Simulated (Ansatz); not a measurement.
**AlGa$_{2}$H (H-bridged), triplet in cc-pVDZ: errors against UCCSDT(Q)**

Geometry: displaced at random from a stationary point.

```xyz
4

Ga   -0.0236    0.3211    1.5333
Al   -0.0426   -1.7564    0.0132
Ga    0.0236    0.3643   -1.5384
H     1.1407   -0.3907    0.0004
```

Basis cc-pVDZ; Ansatz 0.2.0. Correlated methods freeze the noble-gas cores and the filled d shells of p-block atoms, which leaves 10 electrons in 44 orbitals. R marks a restricted (for open shells ROHF) determinant, U an unrestricted one. No spin–orbit coupling is included, and no scalar relativity.

Full CI isn't at hand for all of this; UCCSDT(Q) serves as the reference, and is uncertain by about the last step of the cluster series. The frozen core follows each run's orbitals, which can shift R against U totals by a few meV for light atoms and by up to 0.1 eV past Ca.

```
UHF ⟨S²⟩                          : 2.088
T1 diagnostic (RCCSD)             : 0.0355
largest doubles amplitude (RCCSD) : 0.053
T1 diagnostic (UCCSD)             : 0.0386
```

| level | E − E(UCCSDT(Q)) (kJ/mol) | share of correlation (%) | wall time |
| --- | --- | --- | --- |
| UHF | 541.7 | 4.26 | – |
| UMP2 | 137.8 | 75.64 | – |
| UCCSD | 35.8 | 93.68 | – |
| UCCSD(T) | 7.9 | 98.60 | 33 s |
| UCCSDT | 2.5 | 99.56 | – |

The correlation energy at UCCSDT(Q), counted from RHF, is -5.864 eV. That run took 1.8 min on 1 thread of Arm Neoverse V2, shared host.

Run but not shown, since their state or frozen core can't be matched to the reference's or they repeat it: RHF, RMP2, RCCSD, RCCSD(T), BCCD(T), RCCSDT, RCCSDT(Q).

Times hold each run's SCF and search for its determinant on a shared host, so for small cases they say little of a method's own cost; they ran on 1 thread of Arm Neoverse V2.
